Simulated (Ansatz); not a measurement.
Born–Oppenheimer molecular dynamics of AlH4NO (7 atoms, charge 0, multiplicity 1). It starts from a relaxed structure.

All numbers below come from RKS PBE0-D4/def2-SVP in Ansatz.

```
ensemble             : NVT, Langevin thermostat
time step            : 0.5 fs
steps asked          : 300
set temperature      : 400 K
friction             : 0.05 /fs
temperature schedule : 75 steps to 400 K, then 225 steps to 1200 K
seed                 : 285843
```

Frames 2.5 fs apart, positions in Å, forces in eV/Å.

Velocities at 105.0 fs (Å/ps):

```
Al -0.25 0.62 1.27
H 38.68 -4.65 -61.09
N 0.41 4.79 2.37
H 15.67 -10.24 0.36
H -7.00 -3.01 19.41
O 7.77 -2.71 3.17
H 17.07 10.11 5.90
```

```xyz
7
Properties=species:S:1:pos:R:3:forces:R:3 time_fs=105.0 energy_less_start_eV=0.395 T=471
Al 0.054 0.012 -0.230 -2.01 -0.58 -1.56
H 0.063 0.937 0.928 -0.55 0.94 1.53
N 1.668 -0.101 -0.808 1.50 -0.97 -1.00
H 1.933 -0.803 -1.518 0.28 0.79 0.51
H 2.463 0.381 -0.364 -0.47 -0.53 -0.46
O -1.353 -0.584 -1.151 2.39 0.38 0.49
H -2.157 -0.574 -0.663 -1.15 -0.02 0.48
7
Properties=species:S:1:pos:R:3:forces:R:3 time_fs=107.5 energy_less_start_eV=0.531 T=697
Al 0.047 0.011 -0.229 -1.06 -1.15 -2.33
H 0.144 0.975 0.824 -0.61 1.81 2.45
N 1.677 -0.101 -0.802 -0.35 -1.16 -0.97
H 1.963 -0.782 -1.486 0.50 -0.04 -0.31
H 2.436 0.367 -0.368 0.86 0.38 0.39
O -1.323 -0.595 -1.143 1.36 0.21 0.63
H -2.138 -0.581 -0.653 -0.71 -0.05 0.13
7
Properties=species:S:1:pos:R:3:forces:R:3 time_fs=110.0 energy_less_start_eV=0.427 T=922
Al 0.034 0.006 -0.235 0.71 0.84 -0.33
H 0.191 1.141 0.821 -0.75 0.17 0.67
N 1.689 -0.122 -0.798 -1.35 0.83 1.40
H 1.994 -0.721 -1.478 1.29 -1.86 -2.25
H 2.434 0.377 -0.356 0.48 0.27 0.27
O -1.279 -0.601 -1.139 -1.19 -0.18 1.02
H -2.136 -0.595 -0.655 0.81 -0.07 -0.78
7
Properties=species:S:1:pos:R:3:forces:R:3 time_fs=112.5 energy_less_start_eV=0.602 T=921
Al 0.029 0.006 -0.237 2.26 2.42 1.20
H 0.208 1.306 0.931 -0.79 -1.31 -0.74
N 1.709 -0.136 -0.788 1.46 -0.86 -1.00
H 2.071 -0.762 -1.580 -0.48 1.42 1.75
H 2.470 0.419 -0.306 -1.17 -1.07 -0.94
O -1.244 -0.600 -1.132 -1.54 -0.51 0.28
H -2.100 -0.610 -0.671 0.27 -0.08 -0.55
7
Properties=species:S:1:pos:R:3:forces:R:3 time_fs=115.0 energy_less_start_eV=0.826 T=606
Al 0.030 0.010 -0.241 3.14 2.91 1.76
H 0.165 1.402 1.013 -0.63 -1.73 -1.20
N 1.733 -0.144 -0.781 0.72 -0.95 -1.35
H 2.138 -0.730 -1.597 -0.81 1.49 2.05
H 2.429 0.498 -0.350 -0.55 -0.83 -0.58
O -1.218 -0.600 -1.121 -1.86 -0.80 -0.31
H -2.091 -0.621 -0.712 -0.01 -0.08 -0.37
7
Properties=species:S:1:pos:R:3:forces:R:3 time_fs=117.5 energy_less_start_eV=0.822 T=738
Al 0.042 0.018 -0.243 2.95 2.74 1.55
H 0.059 1.438 1.047 -0.33 -1.88 -1.39
N 1.760 -0.155 -0.782 -1.95 0.22 0.98
H 2.215 -0.610 -1.531 0.38 -0.80 -1.01
H 2.362 0.551 -0.416 0.61 0.55 0.43
O -1.211 -0.607 -1.112 0.50 -0.65 -1.14
H -2.058 -0.654 -0.744 -2.14 -0.18 0.58
7
Properties=species:S:1:pos:R:3:forces:R:3 time_fs=120.0 energy_less_start_eV=0.674 T=898
Al 0.055 0.034 -0.249 2.43 2.21 1.06
H -0.034 1.395 1.007 -0.08 -1.73 -1.31
N 1.782 -0.173 -0.785 -0.44 1.77 1.34
H 2.360 -0.534 -1.510 -0.11 -0.92 -0.84
H 2.361 0.626 -0.448 -0.66 -0.67 0.12
O -1.211 -0.615 -1.106 -1.22 -0.65 -0.17
H -2.106 -0.667 -0.759 0.07 -0.01 -0.21
7
Properties=species:S:1:pos:R:3:forces:R:3 time_fs=122.5 energy_less_start_eV=0.702 T=728
Al 0.060 0.060 -0.252 1.77 1.03 0.02
H -0.080 1.270 0.914 0.01 -0.98 -0.67
N 1.793 -0.189 -0.784 2.39 1.39 -1.28
H 2.486 -0.507 -1.587 -2.68 0.27 2.06
H 2.345 0.668 -0.466 -1.01 -1.33 -0.05
O -1.226 -0.615 -1.106 -2.80 -0.49 0.79
H -2.176 -0.649 -0.759 2.31 0.10 -0.89
7
Properties=species:S:1:pos:R:3:forces:R:3 time_fs=125.0 energy_less_start_eV=0.522 T=1138
Al 0.070 0.086 -0.256 1.31 -1.56 -2.44
H -0.119 1.126 0.768 -0.17 1.18 1.44
N 1.807 -0.202 -0.783 0.59 0.94 -0.64
H 2.473 -0.472 -1.562 -1.82 -0.23 1.07
H 2.292 0.649 -0.463 -0.11 -0.23 0.37
O -1.246 -0.602 -1.103 1.10 -0.12 -0.05
H -2.154 -0.597 -0.857 -0.91 0.02 0.25
7
Properties=species:S:1:pos:R:3:forces:R:3 time_fs=127.5 energy_less_start_eV=0.947 T=811
Al 0.085 0.102 -0.265 0.55 -2.97 -3.66
H -0.170 1.098 0.704 -0.33 2.19 2.40
N 1.821 -0.205 -0.785 -5.28 0.86 4.61
H 2.329 -0.423 -1.519 2.76 -2.05 -4.89
H 2.220 0.623 -0.452 1.31 1.78 1.06
O -1.268 -0.598 -1.103 2.40 0.05 0.19
H -2.192 -0.551 -0.995 -1.40 0.14 0.30
7
Properties=species:S:1:pos:R:3:forces:R:3 time_fs=130.0 energy_less_start_eV=0.601 T=1410
Al 0.097 0.099 -0.275 -1.21 -1.10 -1.90
H -0.274 1.224 0.708 0.25 0.37 0.66
N 1.808 -0.207 -0.775 -0.58 0.48 -0.36
H 2.284 -0.401 -1.682 -0.77 0.06 1.10
H 2.155 0.679 -0.410 0.91 -0.01 -0.09
O -1.276 -0.596 -1.108 -1.48 0.34 0.19
H -2.285 -0.493 -1.161 2.88 -0.15 0.39
7
Properties=species:S:1:pos:R:3:forces:R:3 time_fs=132.5 energy_less_start_eV=1.102 T=1011
Al 0.105 0.103 -0.293 -3.21 0.11 -0.86
H -0.408 1.345 0.720 0.82 -0.86 -0.37
N 1.781 -0.214 -0.763 1.52 1.02 -2.50
H 2.214 -0.381 -1.814 -1.60 0.69 3.86
H 2.099 0.718 -0.368 0.71 -1.26 -0.89
O -1.285 -0.603 -1.121 -0.59 0.46 0.00
H -2.254 -0.461 -1.337 2.35 -0.16 0.77
```

Of the whole run (150 fs, mean temperature of the second half 799 K): The schedule's set-point averaged 933 K over the second half and the system 799 K. A run of 0.15 ps of so small a system gives no equilibrium averages.

Run time: 7.8 min on 1 thread of Arm Neoverse V1 (shared host), peak memory 0.12 GiB.
